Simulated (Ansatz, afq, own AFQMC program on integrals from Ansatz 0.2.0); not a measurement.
AFQMC on a folder of integrals that Ansatz 0.2.0 wrote.

```yaml
crystal:
  periodic: [false, false, false]
  atoms:
    - {symbol: Ge, position_ang: [-0.037767, 0.000000, 0.000000]}
    - {symbol: H, position_ang: [-0.549217, 1.446599, 0.000000]}
    - {symbol: H, position_ang: [-0.549217, -0.723300, 1.252791]}
    - {symbol: H, position_ang: [-0.549217, -0.723299, -1.252792]}
    - {symbol: H, position_ang: [1.812233, 0.000000, 0.000000]}
    - {symbol: H, position_ang: [2.557233, 0.000000, 0.000000]}
basis:
  gaussian: {orbitals: cc-pVTZ}
magnetization: {spin_polarized: true, initial_magnetization: 1}
correlation: {method: ccsd_t, electrons: outside_noble_gas, hamiltonian_folder: ham}
```

```sh
$ ansatz run in.yaml --threads 1 --pin off --events-out ev --progress --plain --max-ram 16896MiB --backend cuda --devices 0, --max-vram 18GiB
```

Options of the walk:

```
--method phaseless --trial cisd --walkers 1100 --populations 20 --least-time 60 --time-step 0.005 --steps-per-block 50 --equilibration-blocks 28 --max-blocks 4000 --target-error 0.00018 --factor-cut 1e-05 --start spin_pure --seed 250 --release-times 0.24,0.51,0.99,1.62,2.4 --release-step 0.03 --release-every 3 --taylor-order 6
```

Times are imaginary, in 1/Eh. The walk had a cap of 238 s. With eight or more populations the least sampling time is a fifth of least-time, and the error comes from their spread. Filled inner d shells are frozen with the cores.

Output of the walk:

```
orbitals 99  electrons 5 4  factors 604 of 648
reference energy -2078.20485941 Eh
CCSD correlation -0.18477323 Eh in 10 cycles, weight of the determinant in the CISD state 0.9054
energy of the start -2078.389295 Eh
 block  time / (1/Eh)  mean weight  energy / Eh
     1     0.250  1.0001  -2078.387756
     2     0.500  0.9997  -2078.388803
     3     0.750  1.0001  -2078.389897
     4     1.000  1.0005  -2078.390955
     5     1.250  0.9999  -2078.391971
    10     2.500  1.0001  -2078.393994
    15     3.750  0.9992  -2078.394326
    20     5.000  1.0003  -2078.394619
    23     5.750  0.9998  -2078.395394
    25     6.250  1.0000  -2078.395060
    30     7.500  1.0001  -2078.394707
    35     8.750  1.0007  -2078.394510
    40    10.000  0.9999  -2078.394066
    45    11.250  0.9996  -2078.394270
    50    12.500  1.0007  -2078.394784
    55    13.750  0.9995  -2078.394443
    60    15.000  1.0001  -2078.394422
    65    16.250  0.9995  -2078.395230
    69    17.250  0.9996  -2078.393955
    70    17.500  1.0001  -2078.394194
    75    18.750  0.9997  -2078.395062
    78    19.500  0.9997  -2078.395066
error from the spread of 20 populations
released: time / (1/Eh)  energy / Eh  error  mean overlap
  0.24  -2078.394557  0.000103  0.9991
  0.51  -2078.394556  0.000085  1.0019
  0.99  -2078.394685  0.000088  0.9992
  1.62  -2078.394710  0.000073  0.9987
  2.40  -2078.394622  0.000113  1.0009
energy -2078.394556 +/- 0.000127 Eh
(rows thinned)
```

The run passed its tests (sampling time, drift between the halves within three errors, error under three times the target), which doesn't prove that it has relaxed.

Against this walk (error 3.5 meV) on the same determinant: CCSD(T) 19.6 meV higher, CCSDT(Q) 5.7 meV lower (within the noise). The error is statistical and leaves out the bias of the constraint. Released to 2.40 1/Eh the energy moves by -2 ± 5 meV (both errors), within twice the noise.

Cautions: constraint bias not in the error; no relativity below Rb; no spin-orbit coupling; inner d shell frozen.

The walk took 50 s on 1 × NVIDIA H100 80GB HBM3 with 2 threads of AMD EPYC 7R13 Processor (Zen 3), with other jobs on the host (the card was shared). The log's last line is the phaseless energy.

CCSDT and higher add their correlation energy to the determinant of the CCSD(T) run, since their own runs factorise the integrals more tightly (a shift of under 2 meV). A walk keeps the symmetry of its determinant, which the program's search chose and which needn't be the lowest solution, so a lower state of the same spin and another symmetry isn't excluded.
